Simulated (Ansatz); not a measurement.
Frontier orbitals of C$_{5}$H$_{8}$ (`C=CC(=C)C`).

Charge 0, multiplicity 1. All single points use the PBE0-D4/def2-TZVP geometry. It is one conformer, not always the lowest. Basis def2-TZVPP, Ansatz 0.2.0.

| functional | HOMO (eV) | LUMO (eV) | gap (eV) |
| --- | --- | --- | --- |
| PBE | -5.74 | -1.72 | 4.02 |
| PBE0 | -6.72 | -0.77 | 5.95 |
| BHLYP | -7.54 | 0.30 | 7.84 |
| CAM-B3LYP | -7.95 | 0.33 | 8.28 |
| ωB97M-V | -8.82 | 1.27 | 10.09 |

A quarter of exact exchange (PBE0) shifts PBE's HOMO by −0.98 eV and its LUMO by +0.95 eV; full exchange at long range (ωB97M-V) shifts them by −3.08 and +2.99 eV. The gap opens from 4.02 to 10.09 eV, since occupied levels lose self-interaction and empty ones feel all the electrons. A positive LUMO is unbound and depends on the basis.
